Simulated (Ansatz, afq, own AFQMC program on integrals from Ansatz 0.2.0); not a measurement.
**Where AFQMC and coupled cluster stand for CH⁺, singlet**

```xyz
2

C     0.0000    0.0000    0.0000
H     0.0000    0.0000    1.4160
```

Basis cc-pVTZ. Only valence electrons are correlated. AFQMC by an in-house program on the Cholesky factors that Ansatz 0.2.0 writes for its CCSD(T) run. The CISD trial takes its coefficients from CCSD amplitudes. Released means that phaseless walkers are propagated on without the constraint, phases kept. Error bars are statistical, one sigma.

Determinant: UHF, the one that the program's search chose, which needn't be the lowest solution. The geometry is a point of a scan.

Full CI on the same integrals is exact in this basis and with this determinant's frozen core.

Cautions: strong correlation (T1 0.181, weight of the determinant 0.69, largest double 0.11); unrestricted determinant spin contaminated (⟨S²⟩ 0.54 against 0.00); the released energies are still falling, so no released level is given (meV from the phaseless value at times in 1/Eh: -6.2 ± 1.9 at 0.24, -7.9 ± 2.3 at 0.51, -12.7 ± 2.4 at 0.99, -16 ± 3 at 1.62, -18 ± 3 at 2.40), though the last usable value meets full CI within the noise.

```
T1 diagnostic                               : 0.1808
weight of the determinant in the CISD state : 0.695
⟨S²⟩ of the determinant                     : 0.536
size of the correlated space                : 4 electrons in 43 orbitals
```

```csv
level,correlation energy (eV)
MP2,-2.0057
CCSD,-3.0263
CCSD(T),-3.1034
```

Q: Estimate where phaseless AFQMC with a CISD trial lies against CCSD(T) on the same integrals.

A: 0.18 ± 0.09 mEh above CCSD(T). The gap is under twice the noise, so this walk alone can't tell the two apart.

Reference: full CI, correlation energy -3.117 eV. The cautions show a poor starting determinant, so the rows tell how each method copes with it here, and full CI is the sure value.

```csv
level,E − E(reference) (mEh),share of correlation (%)
CCSD(T),0.49,99.57
CCSDT,0.17,99.85
CCSDT(Q),0.05,99.96
ph-AFQMC/HF,4.03 ± 0.59,96.48
ph-AFQMC/CISD,0.67 ± 0.09,99.41
```

CCSDT and higher add their correlation energy to the determinant of the CCSD(T) run, since their own runs factorise the integrals more tightly (a shift of under 2 meV).
